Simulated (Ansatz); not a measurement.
**AlH (quintet): wave-function methods side by side, def2-TZVPP**

The task here is to estimate one member of a computed series from the others.

Computed with Ansatz 0.2.0, Gaussian basis. Level: def2-TZVPP, core rule «outside noble gas», up to 5 orbitals frozen.

The runs, in order: UHF; ROHF; CCSD(T) on UHF.

2 further runs of the same task are left out: 2 set aside as unsound or not needed.

### The geometry

The geometry is a PBE0/def2-TZVP stationary point (not a proven minimum) of the parent state, kept for this charge and spin.

2 atoms, charge 0, spin multiplicity 5.

Atoms are counted from 1 here; the program's logs count them from 0.

Bond lengths: Al1–H2 1.605 Å.

Set-up of the first run:

File in.yaml:

```yaml
crystal:
  periodic: [false, false, false]
  atoms:
    - {symbol: Al, position_ang: [0.000000, 0.000000, 0.000000]}
    - {symbol: H, position_ang: [0.000000, 0.000000, 1.604550]}
basis:
  gaussian: {orbitals: def2-TZVPP}
magnetization: {spin_polarized: true, initial_magnetization: 4}
hamiltonian: {xc: hf}
output: {orbitals: {seedname: orbitals}}
```

Started as:

```sh
> ansatz run in.yaml --threads 1 --pin off --events-out ev --progress --plain --max-ram 4096MiB --backend cpu
```

Steps of the session up to this table: UHF; ROHF; CCSD(T) on UHF.

One table of the session follows, with a row left open; its other results are not shown here.

```
  method  from UCCSD(T) (meV)
    ROHF               +609.6
     UHF               +606.1
    UMP2               +205.2
   UCCSD                    ?
UCCSD(T)                    0
```

Estimate the missing values for UCCSD.

As computed: from UCCSD(T) (meV): +9.3. In the column «from UCCSD(T) (meV)» it lies between UCCSD(T) (0) and UMP2 (+205.2).
